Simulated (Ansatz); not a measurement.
`C/N=C/OC` → `[CH2]` (triplet) + `C/N=C/O` at 298.15 K and 1 bar (formal loss of a carbene).

Isolated molecules relaxed with PBE0-D4/def2-TZVP in Ansatz; ΔE leaves out vibrations. CBS: MP2 limit from def2 TZ/QZ plus the TZ coupled-cluster correction, frozen cores. This one scheme is used for every species. Double bonds are as drawn, so ΔE can hold a change between cis and trans. Triplets are unrestricted, without spin–orbit coupling. One conformer a species, not always the lowest.

```csv
species,CCSD(T)/CBS energy (Eh),H − E (kJ/mol),S (J/(mol·K))
`C/N=C/OC`,-248.21310,287.1,316.3
`[CH2]` (triplet),-39.09499,55.4,195.3
`C/N=C/O`,-208.96897,209.6,283.5
```

H − E and S are ideal-gas, rigid-rotor, harmonic terms from PBE0-D4/def2-TZVP, for one conformer and one mirror image of each species, with the whole ground term of open shells counted as degenerate. 1 Eh = 2625.50 kJ/mol, R = 8.31446 J/(mol·K).

By hand: ΔE, ΔH, ΔS and ΔG.

ΔE = (-39.09499) + (-208.96897) − (-248.21310) = 0.14914 Eh = 391.6 kJ/mol. Δ(H − E) = 55.4 + 209.6 − 287.1 = -22.1, so ΔH = 369.5 kJ/mol. ΔS = 195.3 + 283.5 − 316.3 = 162.5 J/(mol·K). ΔG = 369.5 − 298.15 × (162.5)/1000 = 321.1 kJ/mol.

By hand: the equilibrium constant, and the temperature at which ΔG would vanish if ΔH and ΔS stayed fixed.

log₁₀ K = −ΔG/(RT ln 10) = -56.3. ΔG = 0 at ΔH/ΔS = 2274 K.

The number of gas molecules changes by +1, which sets the sign of ΔS. A doubt of 5 kJ/mol in ΔE shifts log₁₀ K by 0.9 here. Other conformers and mirror images would add mixing entropy, several J/(mol·K) or more a flexible species. A triplet takes part, so the spin changes. These are equilibria of isolated gas molecules and say nothing of rates. Largest T1 diagnostic: 0.013 (customary marks: 0.02 for closed shells, 0.045 for open ones).
